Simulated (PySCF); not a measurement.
Species: C5H8.
SMILES with atom numbers: `[CH2:1]=[C:2]=[CH:3][CH2:4][CH3:5]` (hydrogens: H6, H7 on C1; H8 on C3; H9, H10 on C4; H11, H12, H13 on C5)

Torsions of this conformer, `[CH2:1]=[C:2]=[CH:3][CH2:4][CH3:5]`: C2–C3–C4–C5 -117°.

The closed-shell ground state was solved at several levels (PySCF, density fitting, gas phase, non-relativistic). Isolated species at its PBE0-D3(BJ)/def2-TZVP geometry (one conformer only).

```csv
level,basis functions,HOMO (eV),LUMO (eV),gap (eV),dipole (D)
B97-2/pcJ-2,447,-6.98,0.23,7.21,0.50
B3LYP/pcJ-2,447,-7.02,-0.01,7.01,0.49
PBE0/pcJ-2,447,-7.23,0.25,7.48,0.49
```

(1) Estimate the row for PBE0/pcSseg-2, a basis of 292 functions; the other rows only guide the guess.

(2) Over all these levels, which gives the widest orbital gap and which the narrowest?

(3) In the pcJ-2 basis, how does the gap go with the fixed share of exact exchange?

(4) How far do the dipole and the HOMO energy spread over the levels?

Results:

(1) HOMO -7.23 eV, LUMO 0.23 eV, gap 7.46 eV, dipole 0.49 D.

(2) PBE0/pcJ-2 (global hybrid, 25 % exact exchange) has the widest, 7.48 eV, and B3LYP/pcJ-2 (global hybrid, 20 % exact exchange) the narrowest, 7.01 eV. The two share the basis. From the narrowest to the widest the HOMO moves by -0.21 eV and the LUMO by +0.26 eV.

(3) B3LYP (20 %) 7.01 eV; B97-2 (21 %) 7.21 eV; PBE0 (25 %) 7.48 eV. Each rise in the share widens the gap here.

(4) The dipole runs from 0.49 to 0.50 D (mean 0.49 D) and the HOMO from -7.23 to -6.98 eV.
